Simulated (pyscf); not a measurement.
Single points on ωB97X-D3(BJ)/def2-SVP structures (PySCF, gas phase).

### Question
Estimate the classical barrier height and the reaction energy of `[OH2]` + `[CH3][O][Zn][OH]` -> `[OH][Zn][OH]` + `[CH3][OH]` at ωB97M-D3(BJ)/def2-TZVP. The step runs on the singlet surface, breaks H–O, O–Zn and forms O–Zn, H–O; take the separated reactants as zero.

### Answer
ΔE‡ = -0.31 eV, ΔE = -0.11 eV. Zero-point energy shifts the barrier by +0.01 eV. It is a four-centre exchange, with an imaginary mode of 862i cm⁻¹. On the reactant side the descent ends in an adduct with a O–Zn contact, 0.65 eV under the separated species and 0.32 eV under the saddle at ωB97X-D3(BJ)/def2-TZVP. On the product side the descent ends in an adduct with a O–Zn contact, 0.65 eV under the separated species and 0.41 eV under the saddle at ωB97X-D3(BJ)/def2-TZVP. At ωB97M-D3(BJ) the saddle lies under the separated reactants, which points to a path from their complex (located at ωB97X-D3(BJ) alone). At ωB97M-D3(BJ) the saddle lies under the separated products, which points to a path from their complex (located at ωB97X-D3(BJ) alone). What is counted as formed (O–Zn) is already present as a longer contact in the reactant adduct; forming that adduct is a step of its own. What is counted as broken (O–Zn) persists as a longer contact in the product adduct; parting that adduct is a step of its own. One saddle was located; it need not be the lowest between these sides. Elements up to Kr have no core potential and no relativistic terms here.
